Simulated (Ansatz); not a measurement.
## SiNH4O (SMILES [NH][SiH2]O): name the method

SiNH4O: 7 atoms, total charge 0, spin state doublet. SMILES: `[NH][SiH2]O`. The coordinates come from a PBE0-D4/def2-TZVP relaxation. This is one conformer, not always the lowest.

```xyz
7

N    -1.2197   -0.3626    0.6667
Si    0.1166    0.2121   -0.2900
O     1.3985   -0.7951   -0.1469
H    -2.1010    0.1255    0.4963
H    -0.1843    0.2630   -1.7421
H     0.4146    1.5772    0.2362
H     1.6366   -1.0880    0.7342
```

A calculation with Ansatz 0.2.0 gave:

The total energy is -419.6671 Eh, the dipole moment is 1.06 D and the HOMO energy is -6.16 eV. The LUMO energy is -4.99 eV, the ⟨S²⟩ is 0.753 and the largest force is 1.145 eV/Å.

Task: Which of these levels gave the numbers?
A. HF/STO-3G
B. HF/def2-SVP
C. SVWN5/cc-pVDZ
D. B3LYP/6-31G* (spherical functions)

Result: C. The others give -415.4843 Eh (HF/STO-3G), -421.8462 Eh (B3LYP/6-31G* (spherical functions)), -420.3902 Eh (HF/def2-SVP).
